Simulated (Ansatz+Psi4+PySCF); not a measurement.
**doublet AlH₃(+): levels of theory in one basis**

```xyz
4

Al    0.0115   -0.0044   -0.0158
H     1.5823   -0.0189   -0.0007
H    -0.7752    1.3777    0.0082
H    -0.8059   -1.3694   -0.0072
```

Basis set: cc-pVTZ on H; cc-pV(T+d)Z on Al (spherical functions). Frozen core: 5 orbitals. Correlation on ROHF uses semicanonical orbitals with singles. Charge 1, multiplicity 2.

Computed with Ansatz (development build ahead of 0.2.0) and Psi4 1.11; each method stands on the lowest determinant of its kind that the runs found.

```tsv
method	E − E(ROHF) (eV)	<S²> of the determinant
ROHF	0.00	0.75
UHF	-0.11	0.84
ROHF-MP2	-1.89	–
UHF-MP2	-1.90	0.84
```
